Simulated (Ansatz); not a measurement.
```yaml
crystal:
  periodic: [false, false, false]
  atoms:
    - {symbol: W, position_ang: [0.000000, 0.000000, -1.619415]}
    - {symbol: N, position_ang: [0.000000, 0.000000, 0.255924]}
    - {symbol: N, position_ang: [0.000000, 0.000000, 1.363492]}
basis:
  gaussian: {orbitals: def2-TZVP}
magnetization: {spin_polarized: true, initial_magnetization: 2}
hamiltonian: {xc: pbe0}
relax: {f_tol: 0.004, max_steps: 80}
```

```sh
$ ansatz run in.yaml --threads 1 --pin off --events-out ev --progress --plain --max-ram 2176MiB
```

Steps of the relaxation (energy above the last step; positions in Å, forces in eV/Å):

```
3
step 1, 34.2 meV
W     0.000    0.000   -1.619    0.000    0.000   -0.609
N     0.000    0.000    0.256    0.000    0.000   -2.220
N     0.000    0.000    1.363    0.000    0.000    2.828
```

```
3
step 2, 0.1 meV
W     0.000    0.000   -1.639    0.000    0.000    0.063
N     0.000    0.000    0.255    0.000    0.000    0.024
N     0.000    0.000    1.384    0.000    0.000   -0.087
```

```
3
step 3, 0.0 meV
W     0.000    0.000   -1.637    0.000    0.000    0.017
N     0.000    0.000    0.254    0.000    0.000   -0.026
N     0.000    0.000    1.383    0.000    0.000    0.009
```

```
3
step 5, 0.0 meV
W     0.000    0.000   -1.637    0.000    0.000    0.000
N     0.000    0.000    0.254    0.000    0.000    0.000
N     0.000    0.000    1.383    0.000    0.000    0.000
```

Close pairs at the end: N2–N3 1.129 Å, W1–N2 1.891 Å, W1–N3 3.020 Å.

A stationary point of unrestricted PBE0 after 5 steps, with ⟨S²⟩ = 2.674 against 2.00 for a pure state; no frequencies were run, so it isn't proven a minimum. 95 s on 1 thread of Intel Xeon 6975P-C, shared host.
